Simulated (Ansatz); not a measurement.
# bcc W: properties by level of theory

Reference values: lattice constant a 3.16 Å (measured, static lattice: zero-point anharmonic expansion removed; as tabulated in Mejia-Rodriguez and Trickey (2018), arXiv:1807.09216); bulk modulus 312 GPa (measured, zero-point energy and finite temperature contributions removed, our sources range from 300 to 328; as tabulated in doi:10.1021/acs.jctc.3c00612).

```csv
level (code),equilibrium lattice constant a (Å),bulk modulus B0 (GPa)
BLYP (Ansatz),3.220,274
RPBE (Ansatz),3.197,293
PBEsol-D3(BJ) (Ansatz),3.129,339
```

Differences from the reference values (errors of the level alone only where the reference is corrected to a static lattice):

| level | lattice constant a (%) | bulk modulus (%) |
|---|---|---|
| BLYP | +1.90 | -12.2 |
| RPBE | +1.17 | -6.1 |
| PBEsol-D3(BJ) | -0.98 | +8.7 |

Nearest: lattice constant a, PBEsol-D3(BJ) or RPBE; bulk modulus, RPBE or PBEsol-D3(BJ).

Ansatz's density-functional and Hartree–Fock values are scalar-relativistic unless marked +SOC, with PAW data made under PBE.

Differences are worked out from the printed values.

The computed numbers hold no vibrational or temperature effects.

Ansatz is a program for electronic structure.
